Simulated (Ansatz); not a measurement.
AlH2(CH2SiH3) (CH₇AlSi): single points at one geometry.

```yaml
crystal:
  periodic: [false, false, false]
  atoms:
    - {symbol: Al, position_ang: [0.855381, 1.427610, -0.688989]}
    - {symbol: H, position_ang: [2.440498, 1.424675, -0.623425]}
    - {symbol: H, position_ang: [0.056377, 2.798125, -0.699389]}
    - {symbol: C, position_ang: [-0.114308, -0.259618, -0.733210]}
    - {symbol: Si, position_ang: [-0.577368, -0.922627, 0.950692]}
    - {symbol: H, position_ang: [-1.043531, -0.141152, -1.303350]}
    - {symbol: H, position_ang: [0.493620, -1.025255, -1.229915]}
    - {symbol: H, position_ang: [0.641326, -1.135625, 1.779409]}
    - {symbol: H, position_ang: [-1.443050, 0.050073, 1.672714]}
    - {symbol: H, position_ang: [-1.308944, -2.216207, 0.875473]}
basis:
  gaussian: {orbitals: def2-TZVP, initial_orbitals: start.molden}
correlation: {method: mp2}
scf: {omitted_lower_state_checks: [starts]}
output: {orbitals: {seedname: orbitals}}
```

The file start.molden holds the orbitals of an earlier run on this structure, at another level or in another basis.

```sh
$ ansatz run in.yaml --threads 4 --pin off --events-out ev --progress --plain --max-ram 3916MiB
```

It prints (some lines left out):

```
Functional definition: HF
986 factors; integrals over basis functions are off by at most 1.2e-3 eV
mean field evaluation 1: about -15586.3954 eV, gradient 2.6e1 eV
mean field evaluation 2: about -15586.9665 eV, gradient 7.0e-1 eV
mean field evaluation 4: about -15587.1038 eV, gradient 4.5e-3 eV
mean field evaluation 8: about -15587.1038 eV, gradient 1.4e-6 eV
mean field -15587.10379742 eV, -572.8154992369 hartree, gradient 1.7e-6 eV, S^2 0.000000; 0 other end points of the search recorded, 0 dependent functions left out
11 core orbitals not correlated: weight in the atoms' cores, before any rotation towards them, 1.000 or more for the frozen orbitals, at most 0.000 for the correlated occupied ones
reference -15587.10379742 eV, -572.8154992369 hartree; 9, 9 occupied and 127, 127 virtual orbitals, 986 factors
second order -10.10161719 eV of doubles, -0.00000000 eV of singles
Total energy: -15597.20541461 eV, -573.1867268215 hartree
Checks for a lower state left out: starts
```

Run time 1.1 s (4 threads of Arm Neoverse V1 on a shared host).

As the first input, with `gaussian: {orbitals: def2-TZVPP, initial_orbitals: start.molden}`, `correlation: {method: ccsd_t}` (abridged; 30 s):

```
Functional definition: HF
mean field -15587.14792331 eV, -572.8171208334 hartree, gradient 3.0e-6 eV, S^2 0.000000
11 core orbitals not correlated: weight in the atoms' cores, before any rotation towards them, 1.000 or more for the frozen orbitals, at most 0.000 for the correlated occupied ones
second order -10.69457020 eV of doubles, -0.00000000 eV of singles
cycle   1  -11.63877676 eV  change   -9.4e-1 eV  update   7.8e-2
cycle   2  -12.04585205 eV  change   -4.1e-1 eV  update   2.5e-2
cycle   3  -12.07906419 eV  change   -3.3e-2 eV  update   7.7e-3
cycle   4  -12.07589362 eV  change    3.2e-3 eV  update   2.5e-3
cycle   5  -12.07540754 eV  change    4.9e-4 eV  update   7.7e-4
cycle   6  -12.07521567 eV  change    1.9e-4 eV  update   2.4e-4
cycle   7  -12.07520129 eV  change    1.4e-5 eV  update   7.7e-5
cycle   8  -12.07522170 eV  change   -2.0e-5 eV  update   3.2e-5
cycle   9  -12.07522206 eV  change   -3.5e-7 eV  update   1.3e-5
perturbative correction -0.40377004 eV, -0.0148382753 hartree
Total energy: -15599.62691541 eV, -573.2757153344 hartree
Checks for a lower state left out: starts
```

The first input with `gaussian: {orbitals: def2-SVP, initial_orbitals: start.molden}`, `hamiltonian: {xc: pbe0, dispersion: d4}` and without the key `correlation` (abridged; 0.76 s):

```
Functional definition: PBE0
mean field -15611.87574342 eV, -573.7258514614 hartree, gradient 5.9e-5 eV, S^2 0.000000
Total energy: -15612.03092727 eV, -573.7315543624 hartree
Checks for a lower state left out: starts
```

As the first input, with `hamiltonian: {xc: pbe}`, `correlation: {method: rpa}` and without the key `output` (abridged; 2.2 s):

```
Functional definition: PBE
mean field -15616.31045702 eV, -573.8888241802 hartree, gradient 8.3e-7 eV, S^2 0.000000
11 core orbitals not correlated: weight in the atoms' cores, before any rotation towards them, 1.000 or more for the frozen orbitals, at most 0.000 for the correlated occupied ones
Total energy: -15605.43300631 eV, -573.4890852395 hartree
Checks for a lower state left out: starts
```

First input, but with `hamiltonian: {xc: pbe0, dispersion: d4}` and without the key `correlation` (abridged; 1.5 s):

```
Functional definition: PBE0
mean field -15618.15409424 eV, -573.9565765981 hartree, gradient 4.7e-5 eV, S^2 0.000000
Total energy: -15618.30928389 eV, -573.9622797126 hartree
Checks for a lower state left out: starts
```

As the first input, with `hamiltonian: {xc: {name: r2SCAN0}, dispersion: d4}` and without the key `correlation` (abridged; 2.8 s):

```
Functional definition: r2SCAN0
mean field -15623.61498519 eV, -574.1572606390 hartree, gradient 1.6e-5 eV, S^2 0.000000
Total energy: -15623.66733601 eV, -574.1591844963 hartree
Checks for a lower state left out: starts
```

The first input with `hamiltonian: {xc: r2scan, dispersion: d4}` and without the key `correlation` (abridged; 2.3 s):

```
Functional definition: r2SCAN
mean field -15623.86488773 eV, -574.1664443879 hartree, gradient 1.7e-5 eV, S^2 0.000000
Total energy: -15623.90889118 eV, -574.1680614849 hartree
Checks for a lower state left out: starts
```

Geometry: r2SCAN-D4/def2-TZVP.

Correlated methods freeze 11 core orbitals.
